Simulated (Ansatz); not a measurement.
The same path of C₃H₅N (9 atoms, charge 0, multiplicity 1) was run 3 times with different band settings. The coordinate that changes most is the dihedral H7–C1–C2–C3.

All numbers below come from RKS B3LYP-D4/def2-SVP in Ansatz.

Relaxed end points:

```xyz
9
Properties=species:S:1:pos:R:3
C -0.401 0.829 -0.443
C -0.105 -0.327 0.524
C 1.000 -1.178 0.077
N 1.878 -1.836 -0.296
H -0.680 0.452 -1.438
H -1.233 1.437 -0.058
H 0.477 1.482 -0.560
H -0.996 -0.964 0.652
H 0.147 0.059 1.526
```

```xyz
9
Properties=species:S:1:pos:R:3
C -0.441 0.759 -0.523
C -0.198 -0.488 0.339
C 1.224 -0.793 0.517
N 2.354 -1.014 0.644
H -1.521 0.946 -0.617
H 0.025 1.648 -0.074
H -0.025 0.629 -1.533
H -0.683 -1.372 -0.109
H -0.646 -0.362 1.339
```

Common settings: spring 5.0 eV/Å²; optimiser quadratic models (default); start path IDPP; force threshold 0.05 eV/Å; iteration limit 60; end points relaxed.

| run | movable images | climbing image |
| --- | --- | --- |
| 1 | 5 | yes |
| 2 | 6 | no |
| 3 | 4 | no |

Task: What does each run give, and how far can it be trusted?

Result: Run 1: converged after 4 iterations, highest image 0.134 eV above the first end. A vibrational analysis at the climbing image gives one clearly imaginary mode, 245i cm⁻¹: a first-order saddle point.
Run 2: converged after 3 iterations, highest image 0.128 eV above the first end. No image climbed, so the highest image needn't sit at the top of the path.
Run 3: converged after 4 iterations, highest image 0.122 eV above the first end. No image climbed, so the highest image needn't sit at the top of the path.
